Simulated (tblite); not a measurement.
Compound: C4H5P.
Structure used (GFN2-xTB), in Å, numbered top down from 1:
```
atom  x, y, z in Å
C1    -2.1424    0.0726   -0.0474
C2    -0.8329    0.1203   -0.2429
P3     0.3645   -0.4361    1.0242
C4     1.8623    0.4667    0.4429
C5     1.8281   -0.7396   -0.0546
H6    -2.5563   -0.3001    0.8757
H7    -2.8511    0.3992   -0.7921
H8    -0.4180    0.4957   -1.1732
H9     2.4176    1.3764    0.4981
H10    2.3371   -1.4504   -0.6667
```

Level: GFN2-xTB in tblite, geometry and Hessian alike; calculated harmonic values, unscaled, isolated species. This tight-binding method is rough: wavenumbers can miss measured ones by several per cent, in bad cases by 10 to 20. One conformer, not necessarily the lowest.

Harmonic wavenumbers (cm⁻¹): 76.9, 204.1, 251.0, 354.0, 537.4, 643.6, 672.5, 691.6, 710.2, 742.3, 869.7, 892.5, 906.0, 1001.2, 1003.0, 1231.0, 1396.6, 1647.3, 1678.9, 2998.6, 3081.7, 3107.4, 3149.4, 3167.1.

A = 12078, B = 2671, C = 2512 MHz; mass 84.013 u (most abundant isotopes); point group Cs, symmetry number 1.

Zero-point energy?

½Σν̃ = 15507 cm⁻¹ = 185.51 kJ/mol.

What is S at 298.15 K and 1 bar for an ideal gas of classical rigid rotors and harmonic oscillators?

Translation 164.12, rotation 107.89, vibration 49.32: S = 321.3 J/(mol K).

And Cp and H(298.15 K) − H(0)?

Cp = 96.84 J/(mol K), of which vibrations give 63.58 (their classical limit is 24 R = 199.5); H(298.15 K) − H(0) = 18.39 kJ/mol without the zero-point energy, 8.47 from vibrations.

Which modes carry the vibrational entropy at 298.15 K?

76.9 cm⁻¹: 16.60; 204.1 cm⁻¹: 8.77; 251.0 cm⁻¹: 7.21; 354.0 cm⁻¹: 4.80; 537.4 cm⁻¹: 2.39; 643.6 cm⁻¹: 1.59 J/(mol K); the other 18 give 7.95 together.

What must be added to the electronic energy to get the Gibbs energy at 298.15 K and 1 bar?

ZPE + [H(298.15 K) − H(0)] − T·S = 185.51 + 18.39 − 95.80 = 108.10 kJ/mol.

How do the functions run with temperature in this model?

```tsv
T (K)	S (J/(mol K))	Cp (J/(mol K))	H − H(0) (kJ/mol)	G − H(0) (kJ/mol)	ln q(vib)
50	216.1	40.0	1.79	-9.02	0.12
100	246.8	49.9	4.03	-20.65	0.49
373.15	344.9	113.4	26.29	-102.41	3.40
500	381.3	135.1	42.12	-148.51	4.94
750	441.8	163.0	79.69	-251.67	7.95
1000	491.3	181.0	122.83	-368.51	10.77
```

q(vib) and H(0) count from the zero-point level.

Hindered rotation and anharmonicity are outside this model. Other conformers, if any are populated, would add a mixing term that is left out.
